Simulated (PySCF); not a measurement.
# trifluoromethyl radical: computed EPR parameters against published values

What was measured: a(13C C2) 271.6 G [1]; a(19F F1/F3/F4) 142.4 G [1]. Sources and the comparison follow the method.

Trifluoromethyl radical, CF3 (doublet state).
Structure used (PBE0-D3(BJ)/def2-SVP), in Å, numbered top down from 1:
```xyz
4
CF3 angstrom
F     -0.6225    1.0846   -0.1082
C      0.0086    0.0041    0.2824
F     -0.6196   -1.0825   -0.0954
F      1.2540    0.0034   -0.1245
```

As a line formula: trifluoromethyl radical, `F[C](F)F`.

The calculation used PySCF 2.14.0, UKS B3LYP, IGLO-III on C F, non-relativistic, mean-field spin-orbit, GIAO. No stability test was run, so a lower SCF solution isn't excluded.

| nucleus | computed a_iso (MHz) | published | in MHz | difference of magnitudes (MHz) | source |
| --- | --- | --- | --- | --- | --- |
| 13C C2 | 727.6 | 271.6 G | 761.5 | -33.9 | [1] |
| 19F F1/F3/F4 | 396.4 | 142.4 G | 399.3 | -2.9 | [1] |

Values published in field units are turned into MHz with the computed g_iso.

Sources: [1] measured, solution or matrix (EPR); Pople, Beveridge, Approximate Molecular Orbital Theory, McGraw-Hill 1970 (compilation of measured values).

In relative terms the largest miss is 13C C2, by 4 %. The measured numbers hold vibrational averaging and, outside the gas phase, effects of the matrix or solvent; the computed ones belong to one rigid, isolated geometry and carry the errors of functional and basis. An EPR spectrum gives magnitudes, so published signs often rest on theory.

The largest Mulliken spin population is on C2 (+0.89). The angles at C2 add up to 334.4°, so it is pyramidal.

The unrestricted determinant has ⟨S²⟩ = 0.7517 (exact 0.7500), so spin contamination is small.
